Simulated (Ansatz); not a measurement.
Born–Oppenheimer molecular dynamics of CH3F + FH (7 atoms, charge 0, multiplicity 1). It goes on from the last frame of an earlier run, with new velocities.

Computed with RKS B3LYP-D4/def2-SVP (Ansatz 0.2.0).

```
ensemble             : NVT, Langevin thermostat
time step            : 0.25 fs
steps asked          : 250
set temperature      : 300 K
friction             : 0.001 /fs
temperature schedule : 62 steps to 300 K, then 188 steps to 900 K
seed                 : 89197
```

First frame:

```xyz
7
Properties=species:S:1:pos:R:3
F -0.512 -0.278 -2.184
H 0.160 0.092 -1.696
C 0.005 0.013 0.768
F 0.939 0.580 -0.064
H 0.305 0.088 1.873
H -0.098 -1.099 0.539
H -0.965 0.511 0.593
```

(1) How far do the bonds stretch over the last three quarters of this one trajectory? (Pairs bonded in most of those frames.)

Answers

(1) 
```
 bond  mean (Å)  spread (Å)  shortest  longest
F1–H2     0.936       0.031      0.89     0.98
C3–F4     1.415       0.036      1.35     1.46
C3–H5     1.101       0.035      1.05     1.15
C3–H6     1.101       0.012      1.07     1.13
C3–H7     1.100       0.035      1.05     1.16
```

Mean temperature of the second half: 238 K. The schedule's set-point averaged 701 K over the second half and the system 238 K, so it lags behind the ramp. A run of 0.062 ps of so small a system gives no equilibrium averages.

The run took 4.3 min on 1 thread of Arm Neoverse V2, on a shared host, peak memory 0.11 GiB.
